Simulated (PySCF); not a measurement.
**Working out the electron affinity of O**

O- [He] 2s2 2p5 (2P) → O [He] 2s2 2p4 (3P). Calculation: PySCF 2.14, in aug-cc-pCVTZ-DK; the spin-free X2C one-electron Hamiltonian (Gaussian nucleus). Frozen: nothing. Energies in hartree (1 hartree = 27.21139 eV):

```tsv
part	O- (lower)	O (upper)
UHF	-74.844203	-74.865208
MP2 opposite-spin	-0.213482	-0.158832
MP2 same-spin	-0.061638	-0.043194
```

What does Hartree-Fock give?

(-74.865208) − (-74.844203) = -0.021005 hartree = -0.572 eV.

What do MP2 and SCS-MP2 (6/5 opposite-spin, 1/3 same-spin) give?

The opposite-spin parts differ by 1.487 eV and the same-spin parts by 0.502 eV. MP2: -0.572 + (1.487) + (0.502) = 1.417 eV. SCS-MP2: -0.572 + 1.2 × (1.487) + (0.502)/3 = 1.380 eV.

A first-order spin-orbit estimate adds -0.001 eV to MP2 (valence and next inner shell), giving 1.416 eV against 1.461 eV (measured; photodetachment measurements, as compiled on the Wikipedia data page of electron affinities).

What remains against the reference includes basis incompleteness and correlation beyond second order.
